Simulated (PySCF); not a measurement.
Species: C4H3O (doublet state).
Atom-mapped SMILES: `[O:1]=[C:2]1[CH:3]=[C:4][CH2:5]1` (hydrogens: H6 on C3; H7, H8 on C5)

Structure used (GFN2-xTB), in Å, numbered top down from 1:
```xyz
8
C4H3O angstrom
O      1.6807   -0.8122   -0.5936
C      0.7094   -0.2829   -0.1361
C      0.4711    1.0841    0.4114
C     -0.8228    0.8734    0.1923
C     -0.7890   -0.5985   -0.1447
H      1.1038    1.8989    0.6925
H     -1.1297   -1.2531    0.6525
H     -1.2145   -0.9004   -1.0989
```

Theory: UKS B3LYP, pcH-1 on C H O, non-relativistic, mean-field spin-orbit, GIAO in PySCF 2.14.0. Isolated species at its GFN2-xTB geometry (one conformer only). The geometry wasn't refined by DFT: couplings that depend on bond lengths, twists or pyramidal angles can differ widely from those at the functional's own minimum. Stability of the SCF solution: not tested.

Q: The isotropic 13C couplings are +412.7, +146.2, +57.3, +19.5 MHz. Assign them to C2; C3; C4; C5.

A: 
| site | a_iso (MHz) | ρ(0) (bohr⁻³) | position | distance from C4 (Å) | spin population | largest \|T\| (MHz) |
| --- | --- | --- | --- | --- | --- | --- |
| C2 | +146.2 | +0.1301 | 2 bonds from C4 | 1.95 | +0.09 | 10.3 |
| C3 | +19.5 | +0.0173 | 1 bond from C4 | 1.33 | -0.06 | 23.6 |
| C4 | +412.7 | +0.3671 | largest spin population | 0.00 | +0.93 | 135.0 |
| C5 | +57.3 | +0.0509 | 1 bond from C4 | 1.51 | +0.03 | 18.8 |

Q: Match the computed a_iso(1H) values +20.3, 0.0 MHz (means over equivalent nuclei) with the sites H6; H7/H8.

A: 
```csv
site,a_iso (MHz),ρ(0) (bohr⁻³),position,distance from C4 (Å),bound to,spin population there,largest |T| (MHz)
H6,+20.3,+0.0045,2 bonds from C4,2.24,C3,-0.06,11.1
H7/H8,0.0,0.0000,2 bonds from C4,2.21,C5,+0.03,12.2
```

ρ(0) is the spin density at the nucleus and T the dipolar tensor; entries for several nuclei are means. Largest spin populations (Mulliken): C4 (+0.93), C2 (+0.09) and C3 (-0.06). C4 is the only atom above +0.15.

Nuclei that the bonding pattern makes equivalent are averaged, as if the motion that swaps them (rotation, inversion, ring flip) were fast.
